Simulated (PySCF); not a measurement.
SO₃: adding exact exchange

Base calculation in PySCF with density fitting and no spin–orbit coupling, PBE/def2-TZVP (no relativity): singlet, D3h, S–O 1.444 Å (×3); wavenumbers 469, 497 (×2), 1021, 1347 (×2) cm⁻¹; gap between the highest occupied and lowest empty levels 4.65 eV, polar-tensor charge of S 1.51 e, atomisation energy (no zero-point energy) 1567 kJ/mol.

What changes on going to PBE0/def2-TZVP (no relativity)?

The point group stays the same. Changes: mean bond to S -0.025 Å, highest wavenumber +99 cm⁻¹, lowest wavenumber +41 cm⁻¹, gap between the highest occupied and lowest empty levels +3.07 eV, polar-tensor charge of S +0.19 e, atomisation energy (no zero-point energy) -151 kJ/mol. The new structure has S–O 1.419 Å (×3), with wavenumbers 510, 534 (×2), 1110, 1446 (×2) cm⁻¹. Exact exchange shortens and stiffens the bonds and opens the gap, the usual pattern.

The structures come from searches over a few start shapes, so lower isomers are not excluded.
